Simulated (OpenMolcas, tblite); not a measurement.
**How methods differ on NClO (nitrosyl chloride)**

NClO: 3 atoms, total charge 0, spin state singlet. SMILES: `O=NCl`. The shape is that of a PBE0-D4/def2-TZVP optimisation.

```xyz
3

O     1.0001   -0.3383    0.5139
N     0.0520   -0.5996   -0.0358
Cl   -1.0521    0.9379   -0.4780
```

Each level gives the dipole moment (D). The values are calculated.

Measured value to compare with: NIST CCCBDB gives the dipole moment of the gas as 1.90 D.

```
        level            kind     program  value (D)  computed − measured   CPU time
     GFN2-xTB  semi-empirical      tblite       0.25                -1.65  under 2 s
   HF/cc-pVTZ    Hartree–Fock  OpenMolcas       1.91                +0.01       16 s
SVWN5/cc-pVTZ             LDA  OpenMolcas       1.58                -0.32       28 s
 BLYP/cc-pVTZ             GGA  OpenMolcas       1.63                -0.27       38 s
  PBE/cc-pVTZ             GGA  OpenMolcas       1.68                -0.22       45 s
M06-L/cc-pVTZ        meta-GGA  OpenMolcas       1.92                +0.02       55 s
B3LYP/cc-pVTZ   global hybrid  OpenMolcas       1.73                -0.17       41 s
```

Nearest: HF/cc-pVTZ (+0.01 D); farthest: GFN2-xTB (-1.65 D). The measured dipole is a vibrational average, so differences of a few hundredths of a debye mean little. Computed less measured by kind, in D (cc-pVTZ rows): semi-empirical -1.65; Hartree–Fock +0.01; LDA -0.32; GGA -0.27 to -0.22; meta-GGA +0.02; global hybrid -0.17. Magnitudes only: a small dipole may point the other way at some levels. Times are those of the runs behind each value, whatever else they computed, on shared processors of several kinds: orders of magnitude only.
